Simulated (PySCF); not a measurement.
**BH3F− (SMILES [BH3-]F) at M06-2X/STO-6G**

What is the vertical singlet–triplet gap of BH3F− at M06-2X/STO-6G? Input form: a Python script.

The results are computed with PySCF 2.14.0.

11 further runs of the same task are left out: 3 that didn't finish, 8 set aside as unsound or not needed.

## 1. The structure to begin with

BH3F− has 5 atoms, charge -1, and is taken as a singlet. SMILES: `[BH3-]F`. The coordinates come from a GFN2-xTB relaxation.

Bond lengths: B1–F2 1.447 Å, B1–H3 1.227 Å, B1–H4 1.228 Å, B1–H5 1.228 Å. Angles: F2–B1–H3 108.4°, F2–B1–H4 108.4°, F2–B1–H5 108.4°, H3–B1–H4 110.7°, H3–B1–H5 110.5°, H4–B1–H5 110.5°.

## 2. A single-point energy at M06-2X/STO-6G

File run.py:

```python
from pyscf import gto, dft

system = gto.M(
    atom=[
    ('B', (-0.035750, 0.029280, -0.033890)),
    ('F', (0.855550, -0.717910, 0.826970)),
    ('H', (-1.067340, 0.264210, 0.588100)),
    ('H', (-0.274560, -0.651290, -1.027540)),
    ('H', (0.522090, 1.075700, -0.353640)),
],
    max_memory=1860,
    spin=0,
    basis='sto-6g',
    verbose=4,
    charge=-1,
)

calc0 = dft.RKS(system, xc='m06-2x')
calc0.conv_tol = 1e-10
calc0.grids.level = 5
calc0.kernel()
if not calc0.converged:
    calc0 = calc0.newton().run(calc0.mo_coeff, calc0.mo_occ)

e_final = calc0.e_tot
print('Final energy', e_final)
```

On the command line:

```sh
$ OMP_NUM_THREADS=1 python run.py
```

The log of the run:

```text
PySCF version 2.14.0

[... 70 lines left out ...]
converged SCF energy = -125.806309227434
Final energy -125.80630922743364
```

Wall time 3.3 s (1 thread of Arm Neoverse V1, shared host); peak memory 0.18 GiB.

## 3. The triplet

File start.xyz:

```xyz
5

B     -0.035750     0.029280    -0.033890
F      0.855550    -0.717910     0.826970
H     -1.067340     0.264210     0.588100
H     -0.274560    -0.651290    -1.027540
H      0.522090     1.075700    -0.353640
```

File calc.py:

```python
from pyscf import gto, dft

mol = gto.M(
    atom='start.xyz',
    verbose=3,
    charge=-1,
    max_memory=1860,
    spin=2,
    basis='sto-6g',
)

mf = dft.UKS(mol, xc='m06-2x')
mf.grids.level = 5
mf.conv_tol = 1e-10
mf.kernel()
if not mf.converged:
    mf = mf.newton().run(mf.mo_coeff, mf.mo_occ)

e_final = mf.e_tot
print('Final energy', e_final)
```

On the command line:

```sh
$ OMP_NUM_THREADS=1 python calc.py
```

The log of the run:

```text
WARN: HOMO 0.286211774501314 >= LUMO -0.308739576886099

WARN: HOMO 0.689625535339721 >= LUMO 0.404451172899535

WARN: HOMO 0.621607405790277 >= LUMO 0.290424778746389

WARN: HOMO 0.575331496427112 >= LUMO 0.296650118421567

WARN: HOMO 0.574930540791814 >= LUMO 0.296756154331317

WARN: HOMO 0.570849642943551 >= LUMO 0.295765807506468

WARN: HOMO 0.570321635368624 >= LUMO 0.295913824224148

WARN: HOMO 0.57025289846937 >= LUMO 0.295922731102987

WARN: HOMO 0.570267611242122 >= LUMO 0.295913405932115

WARN: HOMO 0.570254745351101 >= LUMO 0.295905975815326

WARN: HOMO 0.570261876744801 >= LUMO 0.295909251948047

WARN: HOMO 0.570262825108585 >= LUMO 0.295910616161394

WARN: HOMO 0.570261871940989 >= LUMO 0.295911115500517

WARN: HOMO 0.5702617455696 >= LUMO 0.295911316822953

WARN: HOMO 0.570259019489466 >= LUMO 0.29591290740881

WARN: HOMO 0.570265178250168 >= LUMO 0.296142755121391

WARN: HOMO 0.570263160332173 >= LUMO 0.295995682825348

WARN: HOMO 0.570265369757703 >= LUMO 0.296458464562242

WARN: HOMO 0.570267951809723 >= LUMO 0.296830741316815

WARN: HOMO 0.57026578576268 >= LUMO 0.296499751127442

WARN: HOMO 0.570270594107163 >= LUMO 0.295858038918909

WARN: HOMO 0.570274996095724 >= LUMO 0.297578558219111

WARN: HOMO 0.570274550311385 >= LUMO 0.297358886226726

WARN: HOMO 0.570274999641212 >= LUMO 0.29751164469146

WARN: HOMO 0.570272289926505 >= LUMO 0.296095230832551

WARN: HOMO 0.570271541636096 >= LUMO 0.295915448081839

WARN: HOMO 0.570271560557905 >= LUMO 0.295955559563453

WARN: HOMO 0.570271595485416 >= LUMO 0.295935290048534

WARN: HOMO 0.570272104719191 >= LUMO 0.295941844550542

converged SCF energy = -125.316783766175  <S^2> = 2.0017372  2S+1 = 3.0011579
Final energy -125.31678376617481
```

Run time: 12 s. Hardware: 1 thread of Arm Neoverse V1, shared host; peak memory 0.19 GiB.

## 4. Summary of results

At M06-2X/STO-6G:

```
                                                      quantity          value
                                         singlet: total energy  -125.80631 Eh
                                          singlet: HOMO energy        2.36 eV
                                          singlet: LUMO energy       21.59 eV
singlet: HOMO–LUMO gap (to an unbound level, set by the basis)       19.23 eV
                                         triplet: total energy  -125.31678 Eh
                   triplet: HOMO energy (highest over α and β)       15.52 eV
                                                 triplet: ⟨S²⟩          2.002
              vertical energy of the triplet above the singlet      13.321 eV
```

In words: At this shape the triplet lies 13.32 eV (1285 kJ/mol) above the singlet. For an anion a state so high probably lies above electron detachment. In a minimal basis such a difference can be off by several eV, whatever the method. Mulliken charges (singlet) run from -0.31 on F2 to -0.06 on B1; they depend strongly on the basis. The HOMO (singlet) lies at positive energy, 2.36 eV; only total energies tell whether the electron is bound. The HOMO (triplet) lies at positive energy, 15.52 eV; only total energies tell whether the electron is bound.
